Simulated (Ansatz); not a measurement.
```yaml
crystal:
  periodic: [false, false, false]
  atoms:
    - {symbol: F, position_ang: [-2.764997, -0.119198, -0.000874]}
    - {symbol: P, position_ang: [-1.145770, -0.275158, -0.001381]}
    - {symbol: S, position_ang: [1.930733, -0.467064, -0.001648]}
    - {symbol: H, position_ang: [1.980033, 0.861420, 0.003902]}
basis:
  gaussian: {orbitals: def2-TZVP}
magnetization: {spin_polarized: true, initial_magnetization: 3}
hamiltonian: {xc: pbe0}
relax: {f_tol: 0.004, max_steps: 80}
```

```sh
$ ansatz run in.yaml --threads 1 --pin off --events-out ev --progress --plain --max-ram 2176MiB
```

Steps of the relaxation (energy above the last step; positions in Å, forces in eV/Å):

```
4
step 1, 230.3 meV
F    -2.765   -0.119   -0.001    0.904   -0.088    0.000
P    -1.146   -0.275   -0.001   -0.736    0.073    0.000
S     1.931   -0.467   -0.002   -0.196   -0.433   -0.002
H     1.980    0.861    0.004    0.028    0.448    0.002
```

```
4
step 2, 165.8 meV
F    -2.671   -0.129   -0.001    0.490   -0.087    0.000
P    -1.063   -0.283   -0.001   -0.230    0.131    0.000
S     1.736   -0.459   -0.002   -0.136    0.194    0.001
H     1.998    0.871    0.004   -0.124   -0.238   -0.001
```

```
4
step 3, 83.3 meV
F    -2.538   -0.174   -0.001    0.092    0.098    0.000
P    -0.926   -0.204   -0.001    0.249   -0.126    0.000
S     1.541   -0.474   -0.002    0.005    0.756    0.003
H     1.922    0.852    0.004   -0.346   -0.727   -0.003
```

```
4
step 6, 3.9 meV
F    -2.427   -0.107   -0.001    0.178   -0.007    0.000
P    -0.806   -0.248   -0.001   -0.056    0.029    0.000
S     1.486   -0.484   -0.002   -0.042    0.032    0.000
H     1.747    0.839    0.004   -0.080   -0.054    0.000
```

```
4
step 10, 0.0 meV
F    -2.397   -0.091   -0.001   -0.001   -0.001    0.000
P    -0.783   -0.256   -0.001    0.001    0.002    0.000
S     1.482   -0.491   -0.002    0.001   -0.002    0.000
H     1.698    0.838    0.004   -0.001    0.001    0.000
```

Close pairs at the end: S3–H4 1.346 Å, F1–P2 1.623 Å, P2–S3 2.277 Å.

A stationary point of unrestricted PBE0 after 10 steps, with ⟨S²⟩ = 3.761 against 3.75 for a pure state; no frequencies were run, so it isn't proven a minimum. 21 s on 1 thread of AMD EPYC 9R45, shared host.
